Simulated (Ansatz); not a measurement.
# Al2H+ (triplet): from Hartree-Fock to the top rungs, def2-QZVPP

One table from this session's results is given with a row withheld; the runs are named, their logs left out.

Method: def2-QZVPP, core rule «outside noble gas», up to 10 orbitals frozen; program: Ansatz 0.2.0, Gaussian basis.

Plan: UHF; ROHF; CCSD(T) on UHF.

2 further runs of the same task are left out: 2 set aside as unsound or not needed.

### The system

The geometry is a PBE0/def2-TZVP stationary point (not a proven minimum) of the parent state, kept for this charge and spin.

3 atoms, charge 1, spin multiplicity 3.

Atoms are counted from 1 here; the program's logs count them from 0.

Bond lengths: Al1–Al2 2.677 Å, Al1–H3 1.619 Å. Angles: Al2–Al1–H3 180.0°.

Set-up of the first run:

File in.yaml:

```yaml
crystal:
  periodic: [false, false, false]
  atoms:
    - {symbol: Al, position_ang: [0.000000, 0.000000, 0.352569]}
    - {symbol: Al, position_ang: [0.000000, 0.000000, -2.324369]}
    - {symbol: H, position_ang: [0.000000, 0.000000, 1.971799]}
basis:
  gaussian: {orbitals: "def2-QZVPP.json"}
total_charge: 1
magnetization: {spin_polarized: true, initial_magnetization: 2}
hamiltonian: {xc: hf}
output: {orbitals: {seedname: orbitals}}
```

Started as:

```sh
$ ansatz run in.yaml --threads 1 --pin off --events-out ev --progress --plain --max-ram 4096MiB --backend cpu
```

Among the steps run: UHF; ROHF; CCSD(T) on UHF.

One table of the session follows, with a row left open; its other results are not shown here.

| method | from UCCSD(T) (kJ/mol) |
| --- | --- |
| ROHF | ? |
| UHF | +310.4 |
| UMP2 | +76.8 |
| UCCSD | +13.0 |
| UCCSD(T) | 0 |

Estimate the missing values for ROHF.

As computed: from UCCSD(T) (kJ/mol): +325.0. In the column «from UCCSD(T) (kJ/mol)» it is the highest.
